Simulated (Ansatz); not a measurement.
The input, for Ansatz 0.2.0:

```yaml
crystal:
  periodic: [false, false, false]
  atoms:
    - {symbol: Al, position_ang: [0.000000, 0.000000, 0.000000]}
    - {symbol: O, position_ang: [0.000000, 0.000000, 1.784100]}
basis:
  gaussian: {orbitals: 6-31G}
magnetization: {spin_polarized: true, initial_magnetization: 3}
hamiltonian: {xc: {name: PBE0}}
output: {orbitals: {seedname: orbitals}}
```

```sh
$ ansatz run in.yaml --threads 1 --pin off --events-out ev --progress --plain --max-ram 2393MiB
```

The program prints:

```
213 factors; integrals over basis functions are off by at most 1.6e-4 eV
mean field evaluation 1: about -8631.1625 eV, gradient 1.8e1 eV
mean field evaluation 2: about -8623.7549 eV, gradient 4.3e1 eV
mean field evaluation 4: about -8632.7723 eV, gradient 2.3e-1 eV
mean field evaluation 8: about -8632.7899 eV, gradient 4.1e-2 eV
mean field evaluation 16: about -8632.7900 eV, gradient 3.9e-5 eV
mean field -8632.78997842 eV, -317.2491801917 hartree, gradient 9.6e-6 eV, S^2 3.753099; 1 other end points of the search recorded, 0 dependent functions left out
reference -8632.79000379 eV, -317.2491811242 hartree; 12, 9 occupied and 10, 13 virtual orbitals, 213 factors
Total energy: -8632.79000379 eV, -317.2491811242 hartree
```

Ran on 1 thread of Intel Xeon, shared host: 1.7 s wall, 0.09 GiB peak host memory.
